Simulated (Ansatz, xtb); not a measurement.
# CH2FSi−: where a starting geometry ends

The starting geometry of this gas-phase singlet has its atoms placed at random.

```json
{"atom": "C", "x (Å)": "-1.2832", "y (Å)": "1.5993", "z (Å)": "0.1531"}
{"atom": "F", "x (Å)": "0.5128", "y (Å)": "1.9857", "z (Å)": "0.1006"}
{"atom": "Si", "x (Å)": "1.7712", "y (Å)": "0.7202", "z (Å)": "-0.3524"}
{"atom": "H", "x (Å)": "-1.0169", "y (Å)": "0.3503", "z (Å)": "0.0537"}
{"atom": "H", "x (Å)": "-1.0920", "y (Å)": "0.7928", "z (Å)": "1.0983"}
```

Guess where an optimisation with r2SCAN-D4/def2-SVPD ends from this start.

It ends as `C=[Si-]F`. Distances that change by over a tenth: C1–H4 (1.28 → 1.10 Å), C1–H5 (1.26 → 1.10 Å). Contacts that close: C1–Si3 (3.22 → 1.76 Å).

The energy falls by 8.00 eV over 30 steps:

```
step  E − E(last) (eV)
   1             8.005
   4             6.294
   7             6.261
  11             6.173
  14             6.065
  17             4.733
  20             1.583
  24             0.202
  27             0.003
  30             0.000
```

Final geometry (Å):

```yaml
atoms:
  - { symbol: C, position_ang: [-0.7827, 0.9119, 0.4431] }
  - { symbol: F, position_ang: [1.4709, 1.8672, -0.8098] }
  - { symbol: Si, position_ang: [0.9734, 0.8620, 0.5178] }
  - { symbol: H, position_ang: [-1.4030, 1.4596, -0.2851] }
  - { symbol: H, position_ang: [-1.3668, 0.3477, 1.1873] }
```

From the same start GFN2-xTB ends elsewhere, in pieces: CH2F + Si.

From so rough a start the end depends on the optimiser's path, so another program may land elsewhere. The end wasn't checked by frequencies. Run with Ansatz 0.2.0, 49 s on 1 thread of Intel(R) Xeon(R) Platinum 8488C (Sapphire Rapids), with other jobs on the host.
